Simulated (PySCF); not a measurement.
Coordinates in bohr (charge 0 multiplicity 1):
```
Al    0.0000    0.0000    0.7960
S     0.0000    0.0000   -2.9761
F     0.0000    0.0000    3.8779
```

All numbers come from PBE0 in PySCF with Al def2-TZVP, S def2-TZVP, F def2-TZVP; no relativity; density-fitted integrals.

This geometry of AlSF is a stationary point at this level.

Problem. What is the point group?

Solution. C∞v.

Problem. Is it a minimum?

Solution. Yes: all harmonic wavenumbers are real.

Problem. Give the atomic charges and bond orders.

Solution. 
```
atom  Mulliken  Löwdin  polar tensor  Mayer order to Al1
 Al1      0.56   -0.14          1.13                   –
  S2     -0.28    0.14         -0.54                2.32
  F3     -0.29    0.00         -0.58                1.17
```

Problem. Give the ideal-gas entropy at 298.15 K and 1 bar by parts.

Solution. translation 163.2, rotation 71.6, vibration 22.3, spin 0.0; total 257.1 J/(mol K).

Problem. What is the atomisation energy, with and without zero-point energy?

Solution. 981 kJ/mol without, 970 kJ/mol with.

This need not be the most stable arrangement of these atoms.
